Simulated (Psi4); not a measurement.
Process, species as SMILES: F[C]F (closed-shell singlet) + 3 [H][H] (H2) → C (CH4) + 2 F (HF)
B3LYP-D3(BJ)/def2-TZVP geometries, fixed; electronic energies without zero-point terms.

Basis-set convergence of the energy of full hydrogenation at MP2 with Psi4. Cartesian d functions, on some or all atoms, in 6-31G*, 6-31G**; all else is spherical. Density fitting with the program's default auxiliary sets. Cores are frozen. No added dispersion term, no relativity. Functions are those of the species that has most. Reference: Hartree-Fock in aug-cc-pVQZ plus the correlation part extrapolated as X^-3 from aug-cc-pVTZ and aug-cc-pVQZ, -122.70 kcal/mol, itself unsure by roughly 0.23 kcal/mol (a third of the extrapolation step and of the last Hartree-Fock step). Deviations are taken from unrounded values.

```
basis       functions
----------  ---------
STO-3G             15
3-21G              27
6-31G              27
cc-pVDZ            42
def2-SV(P)         42
def2-SVP           42
6-31G*             45
6-31G**            45
6-311G**           54
cc-pVTZ            90
def2-TZVP          93
def2-TZVPP         93
cc-pVQZ           175
def2-QZVPP        177
```

Q: Which is the smallest set listed that can be trusted to 1 kcal/mol here, that is, within that of the reference together with its larger relatives (same family, alike in diffuse functions; a set with none to test it counts only in the reference's own line)?

A: Of the sets listed that have larger relatives (same family, alike in diffuse functions), none stays within 1 kcal/mol of the reference together with them. Inside, with no larger relative to test it: def2-QZVPP. Value minus reference: STO-3G 70.86, 3-21G 41.11, 6-31G 10.24, cc-pVDZ 10.01, def2-SV(P) 32.70, def2-SVP 7.94, 6-31G* 26.58, 6-31G** 16.12, 6-311G** 7.23, cc-pVTZ 4.36, def2-TZVP 8.05, def2-TZVPP 1.99, cc-pVQZ 1.46, def2-QZVPP 0.21 kcal/mol.
